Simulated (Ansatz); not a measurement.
Worked example: correlation energy of CH₄S, singlet

Geometry: MP2(full)/6-31G*, from the G2/97 set.

```xyz
6

C    -0.0261    1.2273    0.0000
S    -0.0261   -0.5871    0.0000
H     1.3049   -0.7455    0.0000
H    -1.0708    1.5392    0.0000
H     0.4541    1.6290    0.8923
H     0.4541    1.6290   -0.8923
```

Basis STO-3G; Ansatz 0.2.0. Correlated methods freeze the noble-gas cores, which leaves 14 electrons in 12 orbitals. Prefix R: restricted or restricted open-shell reference.

Full CI is exact within this basis and frozen core; it isn't the basis-set limit.

Runs differ by some tens of microhartree through their thresholds, so steps under 0.03 kcal/mol mean nothing.

```csv
level,total energy (hartree)
RHF,-432.895524
RMP2,-432.975090
RCCSD,-433.004584
RCCSD(T),-433.005009
RCCSDT,-433.005128
RCCSDT(Q),-433.005210
RCCSDTQ,-433.005222
full CI,-433.005223
```

**Question.** What is the correlation energy at full CI, and what share of it do RMP2 and RCCSDT recover?

**Answer.** E(corr) = -433.005223 − (-432.895524) = -0.109699 hartree = -2.985 eV. RMP2: -0.079566 / -0.109699 = 72.53 %. RCCSDT: -0.109604 / -0.109699 = 99.91 %.

**Question.** By how many kcal/mol does RCCSD(T) miss full CI (1 hartree = 627.509 kcal/mol), and which steps make up the rest?

**Answer.** -433.005009 − (-433.005223) = 0.000214 hartree = 0.13 kcal/mol. Steps: RCCSDT − RCCSD(T) = -0.07, RCCSDT(Q) − RCCSDT = -0.05, RCCSDTQ − RCCSDT(Q) = -0.01, full CI − RCCSDTQ = 0.00 kcal/mol. That is within 1 kcal/mol of the reference in this basis, which itself misses far more of the correlation at the basis-set limit.
